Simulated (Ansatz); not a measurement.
The input (input.yaml):

```yaml
crystal:
  periodic: [false, false, false]
  atoms:
    - { symbol: B, position_ang: [0.014927, -0.043475, -0.012839] }
    - { symbol: C, position_ang: [-0.041103, -0.042572, 1.557042] }
    - { symbol: H, position_ang: [-1.017331, -0.31567, 1.990071] }
    - { symbol: H, position_ang: [0.720854, -0.733327, 1.956804] }
    - { symbol: H, position_ang: [0.238906, 0.954958, 1.937237] }
    - { symbol: H, position_ang: [1.035137, 0.23405, -0.608362] }
    - { symbol: O, position_ang: [-1.039569, -0.342554, -0.804024] }
    - { symbol: H, position_ang: [-1.833221, -0.558109, -0.300928] }
basis:
  gaussian: { orbitals: def2-SVP }
hamiltonian:
  xc: pbe0
  dispersion: d4
md:
  timestep: 1.0
  n_steps: 166
  ensemble: nvt_langevin
  temperature: 500.0
  initial_velocities: maxwell_boltzmann
  seed: 497413
  friction: 0.005
```

Command:

```bash
$ ansatz run input.yaml --threads 1 --pin off --max-ram 2048MiB --backend cpu --events-out ev --progress --plain --runs-dir out
```

Hardware: 1 thread of Arm Neoverse V1, on a shared host.

Task: Roughly how long does this run take, and how much memory?

Result: 4.3 min, with a peak of 0.11 GiB, for 167 ionic steps.
